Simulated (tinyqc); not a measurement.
Ways to converge the cycle: SCF convergence aids in the sto-3g basis, for H2O, spin multiplicity 1. Computed by the program tinyqc with PySCF. RHF with one setting changed at a time; a run stops when the energy changes by less than 1e-09 hartree and the error matrix is below 1e-5. The start is random orbitals. Damping d keeps d of the old density; a shift (hartree) raises the virtual levels; DIIS n extrapolates F over n matrices.

Geometry (angstrom):
```
atom       x        y       z
O     0.0000   0.0000  0.0000
H     0.0000   0.9150  0.8090
H     0.0000  -0.9150  0.8090
```

lowest restricted solution found by these runs and by PySCF = -74.886181 hartree

Largest element of the error matrix X^T (FDS - SDF) X:
```
iteration    plain  damping 0.3  damping 0.6  shift 0.4   DIIS 3   DIIS 8
1          1.5e+01      1.5e+01      1.5e+01    1.5e+01  1.5e+01  1.5e+01
2          5.4e-01      4.2e+00      8.6e+00    5.4e-01  5.4e-01  5.4e-01
3          2.3e-01      1.3e+00      5.1e+00    1.8e-01  2.3e-01  2.3e-01
4          1.0e-01      3.7e-01      3.0e+00    1.2e-01  4.1e-02  4.1e-02
5          3.2e-02      1.1e-01      1.8e+00    8.4e-02  2.0e-02  2.0e-02
6          1.4e-02      3.8e-02      1.1e+00    6.1e-02  5.7e-03  5.3e-03
8          4.9e-03      1.6e-02      3.9e-01    3.3e-02  6.7e-04  2.2e-04
10         1.8e-03      8.3e-03      1.4e-01    1.8e-02  1.1e-04  1.3e-05
14         2.3e-04      2.2e-03      1.9e-02    5.0e-03        -        -
20         1.1e-05      3.2e-04      5.2e-03    7.6e-04        -        -
30               -      1.2e-05      9.3e-04    3.3e-05        -        -
45               -            -      6.8e-05          -        -        -
```

How each run ends:
```
run          iterations  E (hartree)         state
plain                21   -74.886181  lowest found
damping 0.3          31   -74.886181  lowest found
damping 0.6          57   -74.886181  lowest found
shift 0.4            34   -74.886181  lowest found
DIIS 3               13   -74.886181  lowest found
DIIS 8               11   -74.886181  lowest found
```

What does the comparison show, and why?

6 of 6 runs reach the lowest restricted solution found, in 11 to 57 iterations (fastest: DIIS 8). Plain steps already contract here, so damping only slows them. DIIS 3 and DIIS 8 gain by cancelling the error over several earlier matrices, much as a quasi-Newton step does.
